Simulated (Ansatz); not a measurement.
**How the LA phonon frequency at L of zinc-blende GaN (metastable phase) moves with the method**

No measured value is used here.

```csv
level (code),value (cm⁻¹),cell (Å³/atom)
LDA (Ansatz),341,11.05
PBE (Ansatz),325,11.76
r²SCAN (Ansatz),342,11.37
HSE06 (Ansatz),344,11.37
PBE0 (Ansatz),345,11.36
```

Each level is taken at its own relaxed cell. Cutoffs and k meshes differ between the levels. Ansatz's density-functional and Hartree–Fock values are scalar-relativistic unless marked +SOC, with PAW data made under PBE.

Ansatz is a program for electronic structure.
